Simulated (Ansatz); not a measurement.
Compare A (`C=C(O)CS`) with its isomer B (`COCC=S`).

Program: Ansatz. Geometries: PBE0-D4/def2-TZVP. ΔE: electronic, gas phase. CCSD(T)/CBS adds triple-zeta CCSD(T) − MP2 to the extrapolated MP2 energy (def2 sets, frozen cores). DFT in def2-TZVPP. B3LYP here is the variant with VWN-RPA as its local correlation; programs differ in this. Each species was taken in one conformer, which may not be the lowest.

A:

```xyz
11

C    -0.433   -0.070    1.557
C    -0.170    0.265    0.298
O     0.185    1.510   -0.111
C    -0.241   -0.674   -0.854
S     1.378   -1.014   -1.610
H    -0.706   -1.085    1.807
H    -0.375    0.650    2.366
H     0.259    2.086    0.655
H    -0.618   -1.640   -0.524
H    -0.916   -0.283   -1.618
H     1.636    0.254   -1.966
```

B:

```xyz
11

C    -1.4517   -0.0540    0.5183
O    -0.1972   -0.4553    1.0125
C     0.7612   -0.5871    0.0019
C     1.2332    0.7283   -0.5375
S     1.7836    0.9835   -2.0242
H    -1.8414   -0.7778   -0.2096
H    -2.1314   -0.0006    1.3678
H    -1.4075    0.9314    0.0362
H     0.4126   -1.2255   -0.8212
H     1.6291   -1.0807    0.4576
H     1.2094    1.5379    0.1981
```

Task: Which isomer does CCSD(T)/CBS put lower? Give the gap. (Best estimate.)

Result: Computed: A, by 73.0 kJ/mol.

Task: Give E(B) − E(A) in kJ/mol with CCSD(T)/def2-TZVPP, ωB97M-V, r2SCAN-D4, B3LYP-D4, B3LYP, CCSD/def2-TZVPP, PBE0-D4. (Best estimate.)

Result: Ansatz gave: CCSD(T)/def2-TZVPP 68.7, ωB97M-V 76.3, r2SCAN-D4 77.6, B3LYP-D4 71.7, B3LYP 68.9, CCSD/def2-TZVPP 70.4, PBE0-D4 79.1. None reverses the order clearly.

Largest T1 diagnostic: 0.014.

From PBE to PBE0 (25 % exact exchange), in def2-TZVPP and without D4, E(B) − E(A) moves by +3.6 kJ/mol.
